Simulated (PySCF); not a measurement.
C5H9N.
Numbering: `[C-:1]#[N+:2][C:3]([CH3:4])([CH3:5])[CH3:6]` (hydrogens: H7, H8, H9 on C4; H10, H11, H12 on C5; H13, H14, H15 on C6)

The same species was optimised twice, with GFN2-xTB and with PBE0-D3(BJ)/def2-SVP (PySCF), and the same property calculations (PySCF, gas phase) were run on both structures.

| coordinate | GFN2-xTB | PBE0-D3(BJ)/def2-SVP | change |
| --- | --- | --- | --- |
| N2–C3 (Å) | 1.411 | 1.432 | +0.021 |
| C1≡N2 (Å) | 1.162 | 1.173 | +0.011 |
| C3–C5 (Å) | 1.532 | 1.530 | -0.002 |
| C3–C6 (Å) | 1.532 | 1.530 | -0.002 |
| C3–C4 (Å) | 1.532 | 1.530 | -0.002 |
| C5–C3–C6 (°) | 110.8 | 110.7 | -0.1 |
| N2–C3–C6 (°) | 108.2 | 108.2 | 0.0 |
| C1–N2–C3 (°) | 180.0 | 179.9 | -0.1 |
| C4–C3–C5 (°) | 110.7 | 110.8 | +0.1 |
| N2–C3–C5 (°) | 108.1 | 108.2 | +0.1 |
| C4–C3–C6 (°) | 110.7 | 110.7 | 0.0 |
| N2–C3–C4 (°) | 108.2 | 108.2 | 0.0 |

Rotational constants: A = 4542, B = 2987, C = 2987 MHz (GFN2-xTB) against A = 4540, B = 2944, C = 2942 MHz (PBE0-D3(BJ)/def2-SVP). Point groups within 0.08 Å: C3v and C3v.

On the GFN2-xTB structure: HOMO (eV) -8.41 [PBE0/pcSseg-1]; LUMO (eV) 1.10 [PBE0/pcSseg-1]; dipole (D) 3.92 [PBE0/pcSseg-1]; GIAO shielding of C1 (ppm) 8.3 [PBE0/pcSseg-1]; GIAO shielding of N2 (ppm) 51.8 [PBE0/pcSseg-1]; GIAO shielding of C3 (ppm) 138.3 [PBE0/pcSseg-1]; GIAO shielding of C4/C5/C6 (mean) (ppm) 153.3 [PBE0/pcSseg-1].

Task: What do these properties become on the PBE0-D3(BJ)/def2-SVP structure?

Result: 
| property | level | on GFN2-xTB | on PBE0-D3(BJ)/def2-SVP | change |
| --- | --- | --- | --- | --- |
| HOMO (eV) | PBE0/pcSseg-1 | -8.41 | -8.45 | -0.04 |
| LUMO (eV) | PBE0/pcSseg-1 | 1.10 | 1.05 | -0.05 |
| dipole (D) | PBE0/pcSseg-1 | 3.92 | 3.94 | +0.02 |
| energy, GFN2-xTB geometry as zero (kcal/mol) | PBE0/pcSseg-1 | 0.0 | -0.4 | -0.4 |
| GIAO shielding of C1 (ppm) | PBE0/pcSseg-1 | 8.3 | 6.0 | -2.3 |
| GIAO shielding of N2 (ppm) | PBE0/pcSseg-1 | 51.8 | 48.6 | -3.2 |
| GIAO shielding of C3 (ppm) | PBE0/pcSseg-1 | 138.3 | 134.2 | -4.1 |
| GIAO shielding of C4/C5/C6 (mean) (ppm) | PBE0/pcSseg-1 | 153.3 | 151.3 | -2.0 |

The heavy atoms differ by 0.013 Å rms after alignment. Among bonds between heavy atoms N2–C3 changes most (+0.021 Å). Changes are differences of the printed values. Neither structure is proved a minimum here.
